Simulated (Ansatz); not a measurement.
The input, for Ansatz 0.2.0:

```yaml
crystal:
  periodic: [false, false, false]
  atoms:
    - {symbol: As, position_ang: [0.000000, 0.000000, 0.000000]}
    - {symbol: H, position_ang: [0.000000, 0.000000, 1.531400]}
basis:
  gaussian: {orbitals: def2-mTZVP}
total_charge: 1
magnetization: {spin_polarized: true, initial_magnetization: 1}
correlation: {method: mp2, electrons: outside_noble_gas}
output: {forces: true}
```

```sh
$ ansatz run in.yaml --threads 1 --pin off --events-out ev --progress --plain --max-ram 2393MiB
```

Log:

```
410 factors; integrals over basis functions are off by at most 5.1e-4 eV
mean field evaluation 1: about -60801.3638 eV, gradient 6.6e0 eV
mean field evaluation 2: about -60801.3637 eV, gradient 6.6e0 eV
mean field evaluation 4: about -60801.6364 eV, gradient 9.7e-1 eV
mean field evaluation 8: about -60801.6427 eV, gradient 1.2e-6 eV
mean field evaluation 16: about -60801.4465 eV, gradient 1.5e0 eV
mean field -60801.64271293 eV, -2234.4191568666 hartree, gradient 1.2e-6 eV, S^2 0.759872; 4 other end points of the search recorded, 0 dependent functions left out
14 core orbitals not correlated: weight in the atoms' cores, before any rotation towards them, 1.000 or more for the frozen orbitals, at most 0.000 for the correlated occupied ones
reference -60801.64271293 eV, -2234.4191568666 hartree; 3, 2 occupied and 22, 23 virtual orbitals, 410 factors
second order -1.68656076 eV of doubles, -0.00000000 eV of singles
the calculation of the forces begins
Total energy: -60803.32927369 eV, -2234.4811368312 hartree
Atom 0 at     0.000000     0.000000     0.000000 Å, force    -0.000000    -0.000000    -0.016146 eV/Å
Atom 1 at     0.000000     0.000000     1.531400 Å, force     0.000000     0.000000     0.016146 eV/Å
Dipole moment:    -0.000000     0.000000     0.173660 e Å
```

Forces (eV/Å):
```
As   0.000  0.000 -0.016
H    0.000  0.000  0.016
```

Ran on 1 thread of Intel Xeon, shared host: 4.9 s wall, 0.09 GiB peak host memory.
